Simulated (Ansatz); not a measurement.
Ansatz (a first-principles code) input (HF/3-21G): The .json file is the Basis Set Exchange's 3-21G.

Ansatz 0.2 input:
```yaml
crystal:
  periodic: [false, false, false]
  atoms:
    - {symbol: C, position_ang: [0.05579033, 1.15754012, 0.28323632]}
    - {symbol: C, position_ang: [0.06380645, -1.16293543, 0.25834942]}
    - {symbol: C, position_ang: [0.76494387, 0.00613078, -0.32524909]}
    - {symbol: C, position_ang: [-0.67692040, 0.00170417, -0.37693512]}
    - {symbol: H, position_ang: [0.02306974, 1.28115780, 1.36609250]}
    - {symbol: H, position_ang: [0.06246247, 2.08444980, -0.27861575]}
    - {symbol: H, position_ang: [0.03202083, -1.30997191, 1.33830284]}
    - {symbol: H, position_ang: [0.07684004, -2.07751359, -0.32325246]}
    - {symbol: H, position_ang: [-1.44011468, 0.00724010, -1.13893632]}
basis:
  gaussian:
    orbitals: 3-21G.json
hamiltonian:
  xc: {name: HF}
magnetization: {spin_polarized: true, initial_magnetization: 1}
relax: {f_tol: 0.003, max_steps: 120}
```

Q: Predict the final energy.

A: -153.33017 Eh.
